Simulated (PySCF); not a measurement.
## Static response to an electric field

Compound: C4H7ClO.
Structure used (GFN2-xTB), in Å, numbered top down from 1:
```xyz
13
C4H7ClO angstrom
C      0.879   -0.991   -0.365
C     -0.006   -0.001    0.402
C     -1.456   -0.071   -0.070
C      0.534    1.381    0.186
O      0.091    2.257   -0.473
Cl     2.064    1.635    1.057
H      0.510   -2.002   -0.214
H      1.907   -0.939   -0.017
H      0.858   -0.769   -1.430
H      0.055   -0.232    1.470
H     -2.071    0.639    0.477
H     -1.850   -1.072    0.089
H     -1.520    0.167   -1.129
```

Level: CAM-B3LYP/def2-SVPD (PySCF), static field, nuclei fixed, core orbitals frozen in the response. The polarisability tensor in these axes (au):

```
x   72.14  3.35  8.41
y    3.35 66.16  1.20
z    8.41  1.20 58.36
```

Q: Give the principal values, the mean and the anisotropy Δα = √{½[(α1 − α2)² + (α2 − α3)² + (α1 − α3)²]}.

A: Principal values 54.36, 65.05 and 77.26 au; mean 65.55 au = 9.71 Å³ = 10.81 × 10⁻⁴⁰ C²·m²/J; Δα = 19.84 au (30 % of the mean).

Q: What is the dipole moment, and where does it point?

A: (-0.86, -2.88, 0.45) D, 3.04 D in size, pointing from the negative to the positive side. Measured along this direction, the outermost atoms are O5 at the negative end and H7 at the positive end.

Q: Sum over states: ᾱ = Σ f/ω², ω in Eh. What share falls to these 8 lowest TDDFT singlets (eV, f)? 5.16, 0.0003; 6.70, 0.0002; 7.08, 0.0095; 8.03, 0.0483; 8.17, 0.0051; 8.22, 0.0014; 8.28, 0.0173; 8.33, 0.1203.

A: They add up to 2.25 au, 3.4 % of the 65.55 au; the largest single term is 1.28 au, from the state at 8.33 eV. Terms in order: 0.01, 0.00, 0.14, 0.56, 0.06, 0.02, 0.19, 1.28 au. Higher excitations give the rest. The strengths listed sum to 0.202.

Q: What depolarisation ratio follows for Rayleigh scattering of linearly polarised light, taking the static tensor?

A: ρ = 3Δα²/(45ᾱ² + 4Δα²) = 1181.0/(193383 + 1574.6) = 0.00606.

Q: In a dilute gas of rigid molecules at 500 K, how does the orientational term μ²/3kT compare with the electronic polarisability?

A: In Gaussian units μ²/3kT = 44.60 Å³ against 9.71 Å³, a ratio of 4.59; the Debye molar polarisation (4π/3)N_A(α + μ²/3kT) is 137.0 cm³/mol, leaving out the vibrational part.

Q: Refractivity n − 1 of an ideal gas of it at 400 K and 1 atm, from the electronic α?

A: N = p/kT = 1.8347 × 10¹⁹ cm⁻³, so n − 1 = 2π × N × 9.71 × 10⁻²⁴ cm³ = 1120 × 10⁻⁶ at long wavelengths, for an ideal gas.

Q: Give the eigenvalues of the traceless quadrupole moment Θ = ½Σq(3rr − r²1), origin at the centre of nuclear charge.

A: -4.17, 0.87, 3.30 D·Å. The values depend on the origin, since the dipole doesn't vanish. The electronic extent ⟨r²⟩ about the same centre is 772 bohr², a root-mean-square distance of 1.96 Å for the 56 electrons.

Geometry: GFN2-xTB, one conformer, isolated molecule.
